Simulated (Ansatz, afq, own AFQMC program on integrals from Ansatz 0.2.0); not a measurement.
## GeHO, quartet: AFQMC among the cluster methods

| atom | x (Å) | y (Å) | z (Å) |
| --- | --- | --- | --- |
| Ge | 0.0000 | -0.0375 | 0.3220 |
| O | 0.0000 | 0.0862 | -1.5290 |
| H | 0.0000 | 1.3375 | 1.0643 |

Connectivity, by distances: GeH–O.

Basis cc-pVDZ. Only valence electrons are correlated. Integrals, coupled cluster, full CI and functionals: Ansatz 0.2.0; the random walks run on the same integrals in our own AFQMC program. The CISD trial takes its coefficients from CCSD amplitudes. Released means that phaseless walkers are propagated on without the constraint, phases kept. Error bars are statistical, one sigma. No spin–orbit coupling.

Determinant: UHF, the one that the program's search chose, which needn't be the lowest solution. The geometry is a PBE0/def2-TZVP stationary point of this or a neighbouring charge and spin state.

No full CI on the walks' own integrals is used here; CCSDT(Q) serves as the reference and is uncertain by about the last step of the cluster series.

Cautions: no relativity below Rb; no spin-orbit coupling; inner d shell frozen; another spin lies lower.

```
T1 diagnostic                               : 0.0238
weight of the determinant in the CISD state : 0.901
⟨S²⟩ of the determinant                     : 3.769
size of the correlated space                : 11 electrons in 31 orbitals
```

Reference: CCSDT(Q), correlation energy -6.340 eV. The released energy is read at 1.62 1/Eh, later times being too noisy (meV from the phaseless value at times in 1/Eh: -24 ± 14 at 0.24, -33 ± 13 at 0.51, -17 ± 18 at 0.99, -28 ± 15 at 1.62, -22 ± 26 at 2.40).

```csv
level,E − E(reference) (kJ/mol),share of correlation (%)
HF,611.7,0.00
MP2,88.2,85.58
CCSD,18.3,97.01
CCSD(T),4.4,99.28
CCSDT,1.5,99.75
ph-AFQMC/HF,0.2 ± 5.1,99.96
ph-AFQMC/CISD,4.1 ± 1.0,99.33
released AFQMC,1.4 ± 1.5,99.77
```

A walk keeps the symmetry of its determinant, which the program's search chose and which needn't be the lowest solution, so a lower state of the same spin and another symmetry isn't excluded. Released energies are given only where the last usable release times agree within the noise; a slower fall can still hide under it.
